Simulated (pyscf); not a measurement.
Thermochemistry of product channels of H₃Si–O–Cu + ammonia (NH₃) on the singlet surface, in kcal/mol, from ωB97M-D3(BJ)/def2-TZVP energies (ideal gas, 1 atm, RRHO with modes under 100 cm⁻¹ raised to 100, one conformer, R ln 2 for chiral ones without a mode under 150 cm⁻¹). Optimised with ωB97X-D3(BJ)/def2-SVP in PySCF.

```csv
products,ΔE,ΔH(298 K),ΔG(298 K),ΔG(600 K)
H₂N–Cu + silanol (HO–SiH₃),?,+10.8,+10.2,?
HO–Cu + silylamine (H₂N–SiH₃),+18.0,+17.2,+16.4,+15.6
```

### Question
Complete the blanks.

### Answer

- H₂N–Cu + silanol (HO–SiH₃), ΔE: +11.6
- H₂N–Cu + silanol (HO–SiH₃), ΔG(600 K): +9.5

These are energies of the channels, which say nothing of barriers.
